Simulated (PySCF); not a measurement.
**Spin states of SiCl⁺**

Unrestricted PBE0; basis Si def2-TZVPPD, Cl def2-TZVPPD; no relativity; PySCF 2.14. Outer shells of the fragments: Si+ 3s2 3p1; Cl 3s2 3p5.

Followed along the bond (rough minima from three points):

| 2Ms+1 | unpaired | ⟨S²⟩ at the start | R at minimum (Å) | Te (eV) |
| --- | --- | --- | --- | --- |
| 1 | none | 0.00 | 1.96 | 0.00 |
| 3 | σ ↑, π ↑ | 2.01 | 1.99 | 3.63 |

Solutions found at the starting distance of 2.185 Å, counted from the lowest of them; the search is not exhaustive and high or unbound solutions are not listed, so other states can lie among these:

```
2Ms+1  unpaired   term  E (eV)  ⟨S²⟩  ⟨Lz²⟩  μ (D)
    1      none    ¹Σ⁺    0.00  0.00   0.00  -4.86
    3  σ ↑, π ↑     ³Π    3.43  2.01   1.01  -4.23
    3      π ↑↑  mixed    4.02  2.01   2.02  -0.82
    3      π ↑↑  mixed    4.22  2.01   2.02  -0.82
    1      π ↑↓  mixed    4.25  1.01   2.02  -0.83
    3      σ ↑↑    ³Σ⁺    6.23  2.01   0.00  -3.75
    3  σ ↑, π ↑     ³Π    6.78  2.01   1.01  -0.96
```

A term symbol is given only where ⟨S²⟩ and ⟨Lz²⟩ are close to those of a pure state; real π, δ and φ orbitals otherwise mix terms. A positive dipole points towards Cl; it is taken about the centre of mass and depends on that origin.

**Question.** Compare the gap between the two lowest followed solutions at the starting distance with the gap between their minima.

**Answer.** At PBE0 the second solution (triplet, unpaired electrons σ ↑, π ↑) lies +3.43 eV from the first (singlet, closed shell) at 2.185 Å and +3.63 eV at the minima; the two curves relax by different amounts, since their minima lie near 1.99 and 1.96 Å.

Counting both spins, an empty level lies below a filled one in some of these solutions, because spin and occupation are held.
